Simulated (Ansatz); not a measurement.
# AlO+ (triplet): the correlation ladder at distance Al1–O2 = 5.869 Å, cc-pVDZ

Aim: climb from Hartree-Fock through coupled cluster and multireference methods for AlO+ (triplet) at one geometry and basis, and see what each rung misses.

Computed with Ansatz 0.2.0, Gaussian basis. Level: cc-pVDZ, core rule «outside noble gas», up to 6 orbitals frozen.

The runs, in order: UHF; CCSD(T) on ROHF; CCSD(T) on UHF; BCCD(T) on ROHF; CISD as a restricted active space (open shells left free, so some higher excitations enter); CCSDT(Q) on ROHF; CCSDT(Q) on UHF; CCSDTQ on ROHF; CCSDTQ on UHF; CASSCF and MRCISD+Q, 4 electrons in 4 orbitals; CASSCF and NEVPT2, 4 electrons in 4 orbitals; CASSCF and MRCISD+Q, 8 electrons in 8 orbitals; CASSCF and NEVPT2, 8 electrons in 8 orbitals; Full CI.

12 further runs of the same task are left out: 12 for a known fault of the program. Runs told in other sessions of the task aren't counted.

**1. The geometry**

The geometry derives from a PBE0/def2-TZVP stationary point (not a proven minimum). One bond is set to the value named and the two fragments are kept rigid.

2 atoms, charge 1, spin multiplicity 3.

Atoms are counted from 1 here; the program's logs count them from 0.

No contacts short enough for the rule that draws bonds.

**2. UHF**

Contents of in.yaml:

```yaml
crystal:
  periodic: [false, false, false]
  atoms:
    - {symbol: Al, position_ang: [0.000000, 0.000000, 0.000000]}
    - {symbol: O, position_ang: [0.000000, 0.000000, 5.869000]}
basis:
  gaussian: {orbitals: cc-pVDZ}
total_charge: 1
magnetization: {spin_polarized: true, initial_magnetization: 2}
hamiltonian: {xc: hf}
output: {orbitals: {seedname: orbitals}}
```

On the command line:

```sh
ansatz run in.yaml --threads 1 --pin off --events-out ev --progress --plain --max-ram 4096MiB --backend cpu
```

Further steps of the session: CCSD(T) on ROHF; CCSD(T) on UHF; BCCD(T) on ROHF; CISD as a restricted active space (open shells left free, so some higher excitations enter); CCSDT(Q) on ROHF; CCSDT(Q) on UHF; CCSDTQ on ROHF; CCSDTQ on UHF; CASSCF and MRCISD+Q, 4 electrons in 4 orbitals; CASSCF and NEVPT2, 4 electrons in 4 orbitals; CASSCF and MRCISD+Q, 8 electrons in 8 orbitals; CASSCF and NEVPT2, 8 electrons in 8 orbitals; Full CI.

Before running them: what should the planned runs give, taken together? Wanted: FCI from the RHF energy; RMP2 from FCI; UMP2 from FCI; RCCSD from FCI; RCCSD(T) from FCI; UCCSD(T) from FCI; RCCSDT(Q) from FCI; UCCSDT(Q) from FCI; NEVPT2 pair from FCI.

The runs gave:

```
                         quantity                                                                                                                               value
          FCI from the ROHF energy                                                                                                                          -4.3834 eV
                    RMP2 from FCI                                                                                                                          +801.5 meV
                    UMP2 from FCI                                                                                                                          +800.8 meV
                   RCCSD from FCI                                                                                                                           +25.8 meV
                RCCSD(T) from FCI                                                                                                                            +4.7 meV
                UCCSD(T) from FCI                                                                                                                            +3.1 meV
               RCCSDT(Q) from FCI                                                                                                                            -0.4 meV
               UCCSDT(Q) from FCI                                                                                                                            -1.8 meV
             NEVPT2 pair from FCI                                                                                                                          +780.4 meV
           MRCISD+Q pair from FCI                                                                                                                            -4.4 meV
          NEVPT2 valence from FCI                                                                                                                          +683.2 meV
levels within 1 kcal/mol (43 meV)  RCCSD, UCCSD, RCCSD(T), UCCSD(T), BCCD(T), RCCSDT, UCCSDT, RCCSDT(Q), UCCSDT(Q), RCCSDTQ, UCCSDTQ, MRCISD+Q pair, MRCISD+Q valence
                    T1 diagnostic                                                                                                                               0.010
   effectively unpaired electrons                                                                                                                                2.07
```

What this shows: RCCSD(T) misses by +4.7 meV, 0.1 % of the correlation energy. UCCSDTQ, MRCISD+Q pair, MRCISD+Q valence fall below full CI: unrestricted runs freeze a spin-polarised core, another one than full CI's, and coupled cluster isn't variational. One determinant dominates. Of the multireference levels listed MRCISD+Q pair comes nearest in total energy (-4.4 meV), which doesn't show that its space is the better one. These misses are within one basis, not against nature; the frozen cores of restricted and unrestricted runs differ, which can shift their rows.

Levels on UHF freeze UHF's core orbitals, full CI those of ROHF, so the U rows can settle a little off it for that reason alone.

With open shells the CI space here admits some higher excitations, so it is larger than plain CISD.
